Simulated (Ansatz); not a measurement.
## Isomers

Structures of CH$_{4}$BN, closed shell, relaxed at PBE0-D4/def2-TZVP (vibrations not checked; lower isomers may exist, and structures with a doubtful reference or unclear bonds are left out). Program: Ansatz 0.2.0. Basis: def2-TZVPP. Cores are frozen in the correlated methods. B3LYP uses VWN-RPA correlation.

Problem. Rank them by CCSD(T) energy, lowest first, and give each one's height above the lowest. Links in brackets join atoms within 1.22 times the sum of their covalent radii (1.1 for two metals). (Judge from chemistry; the value comes from the calculation.)
A.
CH₄BN ([BH]1[CH2][NH]1)
```
7
angstrom
B -0.8018 -0.3766 -0.3568
C 0.1729 0.7180 0.1822
N 0.4330 -0.7189 0.0397
H -1.8216 -0.7827 -0.7983
H 0.7137 1.3814 -0.4922
H 0.0927 1.1013 1.1990
H 1.2111 -1.3225 0.2263
```
B.
CH₄BN ([CH3][B][NH])
```
7
angstrom
C -0.6724 0.4697 -0.5468
B 0.3742 -0.2615 0.3040
N 1.2184 -0.8508 0.9905
H -1.4775 -0.2073 -0.8402
H -0.2219 0.8732 -1.4561
H -1.1143 1.2997 0.0085
H 1.8936 -1.3230 1.5400
```
C.
CH₄BN ([BH][NH][CH2])
```
7
angstrom
B -0.7887 0.1321 -0.9129
N 0.0479 0.2185 0.2133
C 1.0594 -0.4078 0.7975
H -1.9247 -0.2271 -0.8172
H -0.1383 1.1413 0.6175
H 1.3935 -1.3512 0.3974
H 1.5883 0.0788 1.5998
```
D.
CH₄BN ([CH2][B][NH2])
```
7
angstrom
C -0.3926 0.6971 -0.4421
B 0.3417 -0.1164 0.4075
N 1.0641 -0.9169 1.2433
H 0.6593 -1.6838 1.7542
H -0.5133 0.4719 -1.4955
H -0.8833 1.5995 -0.0960
H 2.0500 -0.7936 1.4046
```

Solution. The calculation gives: B (0.000 eV), D (0.918 eV), A (1.645 eV), C (4.124 eV). Heights count from the lowest.

Problem. Do PBE-D4, r2SCAN-D4, PBE0-D4, B3LYP-D4, wB97M-V, HF, MP2 give the same order? (Judge from chemistry; the calculation decides.)

Solution. Computed: All do.

T1 diagnostic: at most 0.025. The restricted Hartree–Fock reference is unstable towards an unrestricted one at one or more of these structures.

For scale, one of the runs: CCSD(T)/def2-TZVPP, 149 basis functions, launched by `ansatz run in.yaml --threads 2 --pin off --events-out ev --progress --plain --max-ram 4352MiB`. Time: 18 s of wall clock on 2 CPU threads of an Arm Neoverse V1; the host was shared. Peak host memory: 0.98 GiB.
